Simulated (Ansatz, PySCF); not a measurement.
Pair of molecules: CH4O (SMILES CO) (first 6 atoms) with CH5N (SMILES CN); geometry from S66by8 set.
(charge 0, multiplicity 1):
```xyz
13

O     -1.49849     0.71535    -0.00289
H     -0.52595     0.74123    -0.00794
C     -1.86824    -0.64440    -0.00767
H     -2.95450    -0.69368    -0.00342
H     -1.51498    -1.17514    -0.89702
H     -1.50765    -1.18331     0.87380
N      1.44034     0.63138    -0.01269
H      1.81096     1.13916     0.78044
H      1.81108     1.09572    -0.83195
C      1.91809    -0.75465     0.02477
H      1.52621    -1.28868    -0.83742
H      3.00481    -0.86139     0.02780
H      1.52597    -1.24138     0.91440
```

Counterpoise-corrected where a basis set is named; no monomer relaxation. Rows marked so take none.

Rows in 6-31G* carry no dispersion term and start afresh at each structure (6-31G* with six Cartesian d functions).

Codes used: Ansatz (a quantum-chemistry and plane-wave program); PySCF for 6-31G* rows, the dispersion terms. 

Q: What interaction energy does M06-2X/6-31G* (no counterpoise) give?

A: -9.9 kcal/mol

Q: Estimate the interaction energy that PBE-D4/def2-TZVPPD returns for this input.

A: -8.5 kcal/mol

Q: Predict the interaction energy from B3LYP/6-31G*.

A: -7.3 kcal/mol
